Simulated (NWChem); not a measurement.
# C2H2F2 (vinylidene fluoride) at 6 levels

We compute a comparison of 6 runs (HF/def2-SVP, HF/aug-cc-pVDZ, wB97X/6-311G**, B3LYP/6-31G*, wB97X/6-31+G*, PBE/def2-SVPD) of C2H2F2 (vinylidene fluoride). 

Program for the calculation: NWChem 7.3.0.

## (1) The structure to begin with

The species is C2H2F2 (6 atoms), meant as a singlet with charge 0. As SMILES, `C=C(F)F`. The shape is that of a PBE0-D4/def2-TZVP optimisation.

Bond lengths: C1–C2 1.315 Å, C2–F3 1.313 Å, C2–F4 1.313 Å, C1–H5 1.079 Å, C1–H6 1.079 Å. Angles: C1–C2–F3 125.2°, C1–C2–F4 125.2°, F3–C2–F4 109.6°, C2–C1–H5 119.7°, C2–C1–H6 119.7°, H5–C1–H6 120.6°.

## (2) Energy and gradient at HF/def2-SVP (run 1)

The input, c2h2f2.nw:

```
start c2h2f2
title "C2H2F2"
memory stack 880 mb heap 220 mb global 1100 mb
geometry noautosym nocenter noautoz
C     -0.115900     0.471000    -0.544400
C      0.105000    -0.394600     0.420100
F     -0.454900    -0.363600     1.607600
F      0.919200    -1.422100     0.343000
H      0.394200     0.360600    -1.488400
H     -0.805600     1.284800    -0.384200
end
basis spherical bse
* library def2-SVP
end
scf
thresh 1e-08
maxiter 80
print low
end
task scf gradient
```

Launch:

```console
$ nwchem c2h2f2.nw > c2h2f2.out
```

The log of the run:

```text
[...]
  functions       =    66
[...]
  wavefunction    = RHF
[...]
         Total SCF energy =   -275.524226878094
      One-electron energy =   -615.677602405174
      Two-electron energy =    221.900175334557
 Nuclear repulsion energy =    118.253200192523
        Time for solution =      5.5s
[...]
                         RHF ENERGY GRADIENTS
    atom               coordinates                        gradient
                 x          y          z           x          y          z
   1 C      -0.219019   0.890061  -1.028767   -0.001807   0.007147  -0.007985
   2 C       0.198421  -0.745686   0.793874   -0.001727   0.006764  -0.007540
   3 F      -0.859636  -0.687104   3.037923   -0.008631   0.000908   0.017586
   4 F       1.737036  -2.687379   0.648176    0.012283  -0.015209  -0.001655
   5 H       0.744930   0.681435  -2.812668    0.000096   0.000072  -0.000337
   6 H      -1.522363   2.427920  -0.726033   -0.000214   0.000319  -0.000069
 Task  times  cpu:        6.6s     wall:        6.6s
 Total times  cpu:        6.6s     wall:        6.6s
```

Run time: 7.8 s. Hardware: 1 thread of Intel Xeon Platinum 8259CL at 2.50GHz (Skylake/Cascade Lake), shared host; peak memory 0.1 GiB.

## (3) Energy and forces at HF/aug-cc-pVDZ (run 2)

The input, c2h2f2.xyz:

```xyz
6
C2H2F2 gradient
C     -0.115900     0.471000    -0.544400
C      0.105000    -0.394600     0.420100
F     -0.454900    -0.363600     1.607600
F      0.919200    -1.422100     0.343000
H      0.394200     0.360600    -1.488400
H     -0.805600     1.284800    -0.384200
```

The input, run.py:

```python
from ase.io import read
from ase.calculators.nwchem import NWChem

system = read('c2h2f2.xyz')

calc = NWChem(
    label='c2h2f2',
    theory='scf',
    memory='2200 mb',
    basis='aug-cc-pVDZ',
    basispar='spherical bse',
    scf={'nopen': '0', 'rhf': None, 'thresh': '1e-08', 'maxiter': '80'},
)
system.calc = calc

forces = system.get_forces()
print("Total energy (eV):", round(system.get_potential_energy(), 6))
print("forces (eV/A):")
for s, f in zip(system.symbols, forces):
    print(f"{s:2s} {f[0]:10.5f} {f[1]:10.5f} {f[2]:10.5f}")
print("dipole (e A):", system.get_dipole_moment().round(4))
```

Launch:

```console
$ export ASE_NWCHEM_COMMAND="nwchem PREFIX.nwi > PREFIX.nwo"
$ python run.py
```

The log of the run:

```text
Total energy (eV): -7504.267626
forces (eV/A):
C     0.06145   -0.24405    0.27300
C    -0.01743    0.06849   -0.07616
F     0.22708   -0.06942   -0.38613
F    -0.29429    0.33250    0.09333
H    -0.04335   -0.00113    0.09816
H     0.06664   -0.08629   -0.00221
dipole (e A): [-0.0524  0.2055 -0.229 ]
```

The calculator wrote c2h2f2.nwi:

```
title "c2h2f2"

permanent_dir c2h2f2

scratch_dir c2h2f2

start c2h2f2

geometry units angstrom nocenter noautosym noautoz
  C  -1.1590000000000000e-01 4.7099999999999997e-01 -5.4440000000000000e-01
  C  1.0500000000000000e-01 -3.9460000000000001e-01 4.2009999999999997e-01
  F  -4.5490000000000003e-01 -3.6359999999999998e-01 1.6075999999999999e+00
  F  9.1920000000000002e-01 -1.4220999999999999e+00 3.4300000000000003e-01
  H  3.9419999999999999e-01 3.6059999999999998e-01 -1.4883999999999999e+00
  H  -8.0559999999999998e-01 1.2847999999999999e+00 -3.8419999999999999e-01
end

memory 2200 mb

basis spherical bse noprint
   * library aug-cc-pVDZ
end

scf
  nopen 0
  rhf
  thresh 1e-08
  maxiter 80
end

task scf gradient
```

c2h2f2.nwo:

```text
Northwest Computational Chemistry Package (NWChem) 7.3.0
             --------------------------------------------------------

           Job information
           ---------------

    nwchem branch   = 7.3.0
    use scalapack   = T
    input           = c2h2f2.nwi
    prefix          = c2h2f2.
    data base       = c2h2f2/c2h2f2.db
    status          = startup
    nproc           =        1

           Memory information
           ------------------

    heap     =     72089594 doubles =      550.0 Mbytes
    stack    =     72089599 doubles =      550.0 Mbytes
    global   =    144179200 doubles =     1100.0 Mbytes (distinct from heap & stack)
    total    =    288358393 doubles =     2200.0 Mbytes
    verify   = yes
    hardfail = no

[... 130 lines left out ...]
 Convergence threshold     :          1.000E-08
[... 13 lines left out ...]
       Final RHF  results
[... 3 lines left out ...]
      One-electron energy =   -615.913218303191
[... 1 line left out ...]
 Nuclear repulsion energy =    118.253200192523
[... 34 lines left out ...]
                       ROHF Final Molecular Orbital Analysis
[... 321 lines left out ...]
                 ----------------------------------------
                 |  Time  |  1-e(secs)   |  2-e(secs)   |
                 ----------------------------------------
                 |  CPU   |       0.01   |       9.23   |
                 ----------------------------------------
                 |  WALL  |       0.01   |       9.23   |
                 ----------------------------------------

 Task  times  cpu:       61.7s     wall:       61.7s
 Total times  cpu:       61.7s     wall:       61.7s
```

Run time: 63 s. Hardware: 1 thread of Intel Xeon Platinum 8259CL at 2.50GHz (Skylake/Cascade Lake), shared host; peak memory 0.1 GiB.

Runs 3 to 5 aren't shown in full; the table further down has their settings and results.

## (4) Energy and gradient at PBE/def2-SVPD (run 6)

The input, mol.nw:

```
START mol
memory stack 880 mb heap 220 mb global 1100 mb
charge 0

GEOMETRY noautosym nocenter noautoz
  C       -0.115900       0.471000      -0.544400
  C        0.105000      -0.394600       0.420100
  F       -0.454900      -0.363600       1.607600
  F        0.919200      -1.422100       0.343000
  H        0.394200       0.360600      -1.488400
  H       -0.805600       1.284800      -0.384200
END

BASIS "ao basis" spherical bse
  * library def2-SVPD
END

DFT
  xc xpbe96 cpbe96
  mult 1
  grid fine
  convergence energy 1e-08
  iterations 100
  mulliken
END

TASK dft gradient
```

Launch:

```console
$ nwchem mol.nw > mol.out
```

The log of the run:

```text
[...]
          Wavefunction type:  closed shell.
          No. of atoms     :     6
          No. of electrons :    32
[...]
          Charge           :     0
          Spin multiplicity:     1
[...]
          AO basis - number of functions:   102
[...]
              XC Information
              --------------
          PerdewBurkeErnzerhof Exchange Functional  1.000
            Perdew 1991 LDA Correlation Functional  1.000 local
           PerdewBurkeErnz. Correlation Functional  1.000 non-local
[...]
 d= 0,ls=0.0,diis     1   -276.4742215884 -3.95D+02  2.12D-02  1.08D+00     2.2
[...]
 d= 0,ls=0.0,diis    11   -276.5923145638 -8.42D-10  1.03D-07  3.09D-10    20.5
         Total DFT energy =     -276.592314563843
      One electron energy =     -615.703735859594
           Coulomb energy =      252.996187816461
    Exchange-Corr. energy =      -32.137966713232
 Nuclear repulsion energy =      118.253200192523
[...]
      Total Density - Mulliken Population Analysis
     ---------------------------------------------
    Atom       Charge   Shell Charges
 -----------   ------   -------------------------------------------------------
    1 C    6     6.08   1.98  0.91  0.41 -0.07  2.16  0.56  0.02  0.10
    2 C    6     4.98   1.98  0.96 -0.23 -0.10  1.99  0.11  0.13  0.14
    3 F    9     9.40   1.99  1.15  0.78  0.12  3.34  1.84  0.14  0.01  0.02
    4 F    9     9.40   1.99  1.15  0.78  0.12  3.34  1.84  0.14  0.01  0.02
    5 H    1     1.07   0.75  0.29  0.03  0.00
    6 H    1     1.07   0.75  0.29  0.03  0.00
[...]
  wavefunction    = closed shell
                         DFT ENERGY GRADIENTS
    atom               coordinates                        gradient
                 x          y          z           x          y          z
   1 C      -0.219019   0.890061  -1.028767    0.002384  -0.009287   0.010325
   2 C       0.198421  -0.745686   0.793874   -0.000919   0.003597  -0.004010
   3 F      -0.859636  -0.687104   3.037923    0.008149  -0.000952  -0.016441
   4 F       1.737036  -2.687379   0.648176   -0.011527   0.014200   0.001674
   5 H       0.744930   0.681435  -2.812668   -0.005039   0.000835   0.009751
   6 H      -1.522363   2.427920  -0.726033    0.006952  -0.008393  -0.001300
[...]
```

Wall time 27 s (1 thread of Intel Xeon Platinum 8259CL at 2.50GHz (Skylake/Cascade Lake), shared host); peak memory 0.12 GiB.

## (5) Overview of the runs

| run | level | iteration cap | module | energy (Eh) | largest force (eV/Å) | wall time |
| --- | --- | --- | --- | --- | --- | --- |
| 1 | HF/def2-SVP | 80 | scf | -275.524227 | 1.009 | 7.8 s |
| 2 | HF/aug-cc-pVDZ | 80 | scf | -275.776751 | 0.454 | 63 s |
| 3 | wB97X/6-311G** | 100 | dft | -277.078206 | 0.321 | 98 s |
| 4 | B3LYP/6-31G* (Cartesian functions) | 100 | dft | -277.058265 | 0.692 | 24 s |
| 5 | wB97X/6-31+G* (spherical functions) | 100 | dft | -277.010326 | 0.688 | 94 s |
| 6 | PBE/def2-SVPD | 100 | dft | -276.592315 | 0.945 | 27 s |

## (6) Outcome

| quantity | value |
| --- | --- |
| run 6: total energy | -276.59231 Eh |
| run 6: dipole moment | 1.16 D |
| run 6: HOMO energy | -6.55 eV |
| run 6: LUMO energy | -0.69 eV |
| run 6: HOMO–LUMO gap | 5.87 eV |
| run 6: largest force on an atom | 0.945 eV/Å |

What this shows: Over runs 2, 4, 5, 6 the dipole moment (its size) runs from 0.95 D (B3LYP/6-31G*) to 1.50 D (HF/aug-cc-pVDZ). The two ends differ in method and basis. Over runs 2, 4, 5, 6 the HOMO–LUMO gap runs from 5.87 eV (PBE/def2-SVPD) to 12.47 eV (wB97X/6-31+G*). Totals of different functionals can't be ranked against each other. All runs together took 5.2 min, the longest 98 s.
